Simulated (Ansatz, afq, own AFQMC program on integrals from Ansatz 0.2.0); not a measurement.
**Where AFQMC and coupled cluster stand for AlN, triplet**

```xyz
2

Al    0.0000    0.0000    0.0000
N     0.0000    0.0000    4.7330
```

Basis 6-31G. Noble-gas cores (and the filled d shells of Ga–Kr and In–Xe) are frozen. Integrals, coupled cluster, full CI and functionals: Ansatz 0.2.0; the random walks run on the same integrals in our own AFQMC program. The CISD trial takes its coefficients from CCSD amplitudes. Released means that phaseless walkers are propagated on without the constraint, phases kept. ± is one standard error of the sampling.

Determinant: UHF, the one that the program's search chose, which needn't be the lowest solution. The geometry is a point of a scan.

Full CI on the same integrals is exact in this basis and with this determinant's frozen core.

Cautions: lower spins were not checked; the determinant is a saddle point among determinants of its kind; unrestricted determinant spin contaminated (⟨S²⟩ 3.00 against 2.00); the next higher spin lies close (full CI puts it 9 meV above).

* T1 diagnostic: 0.0080
* weight of the determinant in the CISD state: 0.938
* ⟨S²⟩ of the determinant: 3.000
* size of the correlated space: 8 electrons in 16 orbitals

```tsv
level	correlation energy (eV)
MP2	-1.1943
CCSD	-1.7256
CCSD(T)	-1.7335
```

(1) Estimate where full CI lies against CCSD(T) on the same integrals.

(1) 0.20 kcal/mol below CCSD(T).

Reference: full CI, correlation energy -1.742 eV. The released energy is read at 2.40 1/Eh (meV from the phaseless value at times in 1/Eh: -3.5 ± 1.3 at 0.24, -1.4 ± 2.3 at 0.51, -4.0 ± 1.3 at 0.99, -5.3 ± 1.1 at 1.62, -6.7 ± 1.1 at 2.40). The cautions show a poor starting determinant, so the rows tell how each method copes with it here, and full CI is the sure value.

```json
{"level": "CCSD(T)", "E − E(reference) (kcal/mol)": "0.20", "share of correlation (%)": "99.51"}
{"level": "CCSDT", "E − E(reference) (kcal/mol)": "0.04", "share of correlation (%)": "99.90"}
{"level": "CCSDT(Q)", "E − E(reference) (kcal/mol)": "0.02", "share of correlation (%)": "99.95"}
{"level": "CCSDTQ", "E − E(reference) (kcal/mol)": "0.00", "share of correlation (%)": "99.99"}
{"level": "ph-AFQMC/CISD", "E − E(reference) (kcal/mol)": "0.01 ± 0.03", "share of correlation (%)": "99.97"}
{"level": "released AFQMC", "E − E(reference) (kcal/mol)": "-0.14 ± 0.03", "share of correlation (%)": "100.36"}
```

CCSDT and higher add their correlation energy to the determinant of the CCSD(T) run, since their own runs factorise the integrals more tightly (a shift of under 2 meV). A walk keeps the symmetry of its determinant, which the program's search chose and which needn't be the lowest solution, so a lower state of the same spin and another symmetry isn't excluded. Released energies are given only where the last usable release times agree within the noise; a slower fall can still hide under it.
